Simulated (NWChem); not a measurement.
# Correlation energy of ethane (C2H6)

```xyz
8

C      0.0446    -0.7626     0.0000
C     -0.0446     0.7626     0.0000
H      0.5801    -1.1369     0.8880
H      0.5801    -1.1369    -0.8880
H     -0.9553    -1.2267     0.0000
H     -0.5801     1.1369     0.8880
H     -0.5801     1.1369    -0.8880
H      0.9553     1.2267     0.0000
```
Charge 0, spin multiplicity 1.

The numbers come from NWChem runs, not from measurements. Structure: optimised with B3LYP/def2-SVP, a minimum by its harmonic frequencies.

Basis set: STO-3G. Each correlation energy counts from its own Hartree-Fock reference.

| method | correlation energy (mHa) | difference from CCSD(T) |
|---|---|---|
| CCSDT | -148.5 | -0.2 |
| CCSD | -147.8 | +0.5 |
| MP2 | -108.1 | +40.2 |
| SCS-MP2 | -122.3 | +26.0 |
| CCSD+T(CCSD) | -148.3 | 0.0 |
| CR-CCSD(T) | -148.2 | +0.1 |
| CR-CCSD[T] | -148.3 | +0.1 |
| CCSD(T) | -148.3 | 0.0 |

The values span 40.4 mHa, from CCSDT (lowest) to MP2 (highest). 

The correlated methods keep 2 core orbitals frozen. No row is a measurement; the coupled-cluster row has its own basis-set and correlation limits.
